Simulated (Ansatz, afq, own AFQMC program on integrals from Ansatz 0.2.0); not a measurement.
**BH$_{2}$⁺, singlet in cc-pVDZ, levels against full CI**

```xyz
3

B     0.0000    0.0000    0.2503
H     0.0000    0.0000   -1.6797
H     0.0000    0.0000    1.4295
```

Basis cc-pVDZ. Noble-gas cores (and the filled d shells of Ga–Kr and In–Xe) are frozen. Ansatz 0.2.0 and our own AFQMC program on the same integrals; the CISD trial comes from CCSD amplitudes, and released means the phaseless constraint is let go. Error bars are statistical, one sigma.

Determinant: RHF, the one that the program's search chose, which needn't be the lowest solution. The geometry is a point of a scan.

Full CI on the same integrals is exact in this basis and with this determinant's frozen core.

Cautions: restricted determinant unstable towards unrestricted (UHF 65 meV lower, ⟨S²⟩ 0.25).

The T1 diagnostic is 0.0176. The weight of the determinant in the CISD state is 0.920 and the size of the correlated space is 4 electrons in 23 orbitals.

```tsv
level	correlation energy (eV)
MP2	-1.7369
CCSD	-2.4360
CCSD(T)	-2.4734
```

(1) Estimate where phaseless AFQMC with a CISD trial lies against CCSD(T) on the same integrals.

(1) 0.29 ± 0.08 kcal/mol below CCSD(T).

Reference: full CI, correlation energy -2.492 eV. The released energy is read at 2.40 1/Eh (meV from the phaseless value at times in 1/Eh: 0.1 ± 1.8 at 0.24, -1.6 ± 1.2 at 0.51, -2.0 ± 1.0 at 0.99, -3.5 ± 0.8 at 1.62, -3.5 ± 0.8 at 2.40).

```tsv
level	E − E(reference) (kcal/mol)	share of correlation (%)
CCSD(T)	0.42	99.27
CCSDT	0.05	99.92
CCSDT(Q)	0.02	99.97
ph-AFQMC/HF	0.16 ± 0.59	99.73
ph-AFQMC/CISD	0.13 ± 0.08	99.77
released AFQMC	0.05 ± 0.02	99.91
```

CCSDT and higher add their correlation energy to the determinant of the CCSD(T) run, since their own runs factorise the integrals more tightly (a shift of under 2 meV). A walk keeps the symmetry of its determinant, which the program's search chose and which needn't be the lowest solution, so a lower state of the same spin and another symmetry isn't excluded. Released energies are given only where the last usable release times agree within the noise; a slower fall can still hide under it.
